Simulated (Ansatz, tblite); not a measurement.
# The cluster Ca₂S₂: removing and adding an electron

The task here is to estimate one member of a computed series from the others.

Program: Ansatz 0.2.0, Gaussian basis. Level of theory: as each input shows. These are calculated values, not measurements.

Plan: charge +1 doublet, at the geometry of the singlet (PBE0-D4/def2-TZVP, PBE-D4/def2-TZVP, r2SCAN-D4/def2-TZVP, CCSD(T)/def2-TZVPP); charge -1 doublet, at the geometry of the singlet (PBE0-D4/def2-TZVPD, PBE-D4/def2-TZVPD, r2SCAN-D4/def2-TZVPD); the starting singlet's energies come from earlier runs.

1 further run of the same task is left out (set aside as unsound or not needed). Runs told in other sessions of the task aren't counted.

### The geometry

The singlet was relaxed beforehand with r2SCAN-D4/def2-TZVP. At that level it is the lowest of the isomers that a small search found.

4 atoms, charge 0, spin multiplicity 1.

Atoms are counted from 1 here; the program's logs count them from 0.

Bond lengths: Ca1–S3 2.528 Å, Ca1–S4 2.528 Å, Ca2–S3 2.528 Å, Ca2–S4 2.528 Å. Angles: S3–Ca1–S4 98.6°, S3–Ca2–S4 98.6°, Ca1–S3–Ca2 81.4°, Ca1–S4–Ca2 81.4°.

The first run:

in.yaml

```yaml
crystal:
  periodic: [false, false, false]
  atoms:
    - {symbol: Ca, position_ang: [1.643827, 0.075652, -0.103753]}
    - {symbol: Ca, position_ang: [-1.643085, -0.076865, 0.114225]}
    - {symbol: S, position_ang: [-0.073685, 1.902584, 0.220147]}
    - {symbol: S, position_ang: [0.072933, -1.901370, -0.230610]}
basis:
  gaussian: {orbitals: def2-SVP}
total_charge: 1
magnetization: {spin_polarized: true, initial_magnetization: 1}
hamiltonian: {xc: pbe0, dispersion: d4}
output: {orbitals: {seedname: orbitals}}
```

The run is started by

```bash
$ ansatz run in.yaml --threads 4 --pin off --events-out ev --progress --plain --max-ram 3916MiB
```

Among the steps run: Charge +1 doublet at the fixed geometry, first pass, PBE0-D4/def2-SVP; Charge +1 doublet at the fixed geometry, PBE0-D4/def2-TZVP; Charge +1 doublet at the fixed geometry, PBE-D4/def2-TZVP; Charge +1 doublet at the fixed geometry, r2SCAN-D4/def2-TZVP; Charge +1 doublet at the fixed geometry, CCSD(T)/def2-TZVPP.

One of the session's tables, all rows but one given; the rest of the session is left out.

It belongs to the step «Vertical ionisation energy». 

```
             method  vertical ionisation energy (eV)
      HF/def2-TZVPP                             5.99
   PBE-D4/def2-TZVP                             6.92
r2SCAN-D4/def2-TZVP                             6.96
  PBE0-D4/def2-TZVP                             7.03
     MP2/def2-TZVPP                             7.25
    CCSD/def2-TZVPP                             6.97
 CCSD(T)/def2-TZVPP                                ?
```

Q: Estimate the row for CCSD(T)/def2-TZVPP from the others.

The run gave: vertical ionisation energy (eV): 7.04. In the column «vertical ionisation energy (eV)» it lies between PBE0-D4/def2-TZVP (7.03) and MP2/def2-TZVPP (7.25).

To keep in mind: The anion's highest level is positive in at least one run, so there the basis alone may hold the extra electron.
